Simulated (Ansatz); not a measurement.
1T (CdI2-type) SnSe2, treated with r²SCAN (Ansatz, a program for electronic structure, PAW).

Settings: plane-wave cutoff 560 eV, 12×12×6 k mesh (along the axes of the cell as run), Fermi–Dirac smearing 0.01 eV, scalar-relativistic PAW data made under PBE.

Cell (relaxed at this level):

```cif
data_Se2Sn
_chemical_formula_sum 'Sn1 Se2'
_space_group_name_H-M_alt 'P-3m1'
_space_group_IT_number 164
_space_group_name_Hall '-P 3 2"'
_cell_length_a 3.84051
_cell_length_b 3.84051
_cell_length_c 6.52840
_cell_angle_alpha 90.000
_cell_angle_beta 90.000
_cell_angle_gamma 120.000
loop_
_atom_site_label
_atom_site_type_symbol
_atom_site_symmetry_multiplicity
_atom_site_Wyckoff_symbol
_atom_site_fract_x
_atom_site_fract_y
_atom_site_fract_z
_atom_site_occupancy
Sn1 Sn 1 a 0.00000 0.00000 0.00000 1
Se1 Se 2 d 0.33333 0.66667 0.24109 1
```

What does this level give for the bulk modulus B0, band gap, smallest direct gap on the k points sampled and direct gap at Γ?


- bulk modulus B0 = 12.7 GPa
- band gap = 0.99 eV
- smallest direct gap on the k points sampled = 1.46 eV
- direct gap at Γ = 1.70 eV

Measured, for comparison: band gap 0.98 eV (temperature not stated, no zero-point or thermal correction, indirect, our sources range from 0.98 to 1.06; as tabulated in Gonzalez and Oleynik (2016), arXiv:1609.04381).

Note: for a layered or molecular solid the relaxed cell lies over 5 % above the published volume, where the minimum can be shallow; the cell comes from a level without a dispersion term, which matters for the spacing of layers, chains or molecules; the bulk modulus comes from volumes at which shape and atoms were relaxed.

Spin–orbit coupling is not included.

Computed values are for the static lattice.

The result took roughly 15 core-minutes.
